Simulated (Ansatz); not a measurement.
A made-up structure of MgH2S2, singlet:

Mg1  (-0.778, 0.144, -0.257)
S2  (-0.052, 1.432, 1.018)
S3  (0.673, -0.657, 0.754)
H4  (-1.436, -0.478, -1.206)
H5  (1.593, -0.442, -0.309)
(Å)

It is relaxed with PBE-D4/def2-SVP and then PBE0-D4/def2-TZVP (Ansatz 0.2.0). Atoms count as bonded within 1.22 times the sum of their covalent radii (H–H: 0.88 Å). The end point is not checked to be a true minimum.

Does its bonding change? (A judgement: the text doesn't fix the answer.)

By the calculation: No: no bond forms or breaks.

Where it ends: The first stage lowers the energy by 4.66 eV in 8 steps. It ends as MgH₂S₂ ([MgH]1[S][SH]1):
Mg1  (-1.055, 0.098, -0.450)
S2  (0.171, 1.352, 1.078)
S3  (1.006, -0.566, 0.945)
H4  (-2.109, -0.526, -1.615)
H5  (1.986, -0.358, 0.040)
(Å)

Labels in which every atom is bracketed show which atoms are joined, not bond orders.

For scale, one of the runs: PBE0-D4/def2-TZVP relaxation, 118 basis functions, launched by `ansatz run in.yaml --threads 2 --pin off --events-out ev --progress --plain --max-ram 4352MiB`. Hardware: 2 CPU threads of an Arm Neoverse V2, shared host. Wall time about 12 s.
